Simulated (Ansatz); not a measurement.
**Cost against result**

The pair of NH3 (SMILES N, atoms 1–4) and C2H4 (SMILES C=C, atoms 5–10), both closed shells, in one local arrangement (a lower one may exist), relaxed at PBE0-D4/def2-TZVP:

N1  (0.064, -0.008, -2.239)
H2  (-0.412, 0.854, -2.472)
H3  (0.892, -0.057, -2.821)
H4  (-0.542, -0.769, -2.519)
C5  (-0.532, 0.104, 2.051)
C6  (0.535, -0.111, 1.297)
H7  (-0.484, 0.092, 3.135)
H8  (-1.505, 0.301, 1.611)
H9  (0.481, -0.097, 0.211)
H10  (1.504, -0.307, 1.745)
(Å)

Interaction energies are counterpoise-corrected; the time is that of the whole pair.

Computed with Ansatz 0.2.0 (basis: as named in each row); correlated methods freeze the cores. B3LYP uses VWN-RPA correlation. Extrapolation: Hartree–Fock as exp(−7.88 √X), correlation as X^−2.97.

Times are rough, for one single point on 4 threads of a shared host (Arm Neoverse V1).

The estimate by CCSD(T) at an estimated basis limit (MP2 extrapolated from triple and quadruple zeta, plus CCSD(T) − MP2 in triple zeta) is -5.3 kJ/mol.

```csv
method,basis,time (s),interaction energy (kJ/mol),method less estimate
HF,STO-3G,under 1,-0.4,4.8
PBE-D4,STO-3G,under 1,-8.2,-2.9
SPW92,def2-SVP,under 1,-13.3,-8.0
B3LYP-D4,6-31G,under 1,-9.0,-3.8
PBE-D4,def2-SVP,under 1,-8.8,-3.6
PBE0-D4,def2-SVP,under 1,-8.4,-3.2
CCSD(T),def2-SVP,1,-3.1,2.2
PBE-D4,def2-TZVPPD,1,-6.8,-1.5
revPBE-D4,def2-TZVPPD,1,-4.9,0.4
BLYP-D4,def2-TZVPPD,2,-4.7,0.6
wB97M-V,def2-SVP,2,-6.8,-1.5
PBE0-D4,def2-TZVPPD,2,-6.5,-1.2
HSE06-D4,def2-TZVPPD,2,-6.5,-1.3
B3LYP-D4,def2-TZVPPD,2,-5.4,-0.2
r2SCAN-D4,def2-TZVPPD,2,-4.5,0.8
B2PLYP,def2-TZVPPD,3,-3.4,1.8
wB97X-V,def2-TZVPPD,5,-5.2,0.1
B97M-V,def2-TZVPPD,6,-5.5,-0.3
wB97M-V,def2-TZVPPD,6,-5.1,0.2
MP2,def2-QZVPPD,14,-4.9,0.4
CCSD(T),def2-TZVPPD,54,-4.6,0.7
```

T1 diagnostic: at most 0.011.
